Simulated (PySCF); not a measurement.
ozone (O₃), SMILES O=[O+][O-]. Atoms are numbered in the order given.

```xyz
3

O      0.0000     1.0634     0.2113
O      0.0000     0.0000    -0.4227
O      0.0000    -1.0634     0.2113
```
Charge 0, spin multiplicity 1.

Geometry optimised at PBE0-D3(BJ)/def2-TZVP. The molecule may have multireference character, which single-reference levels describe poorly.

All values below come from PySCF with HF/def2-TZVPD.

Isolated molecule, no solvent.

```yaml
total_energy: -224.36412 hartree
point_group: C2v
highest_occupied_level: -13.39 eV
lowest_empty_level: -0.84 eV
orbital_gap: 12.55 eV
dipole_moment: 0.80 D
quadrupole, principal values (traceless, Buckingham form, about the centre of nuclear charge): -2.12, 0.32, 1.81 D·Å
mean_static_polarisability: 19.8 bohr³ (2.93 Å³)
polarisability_principal_values: 11.0, 12.3, 36.1 bohr³
```
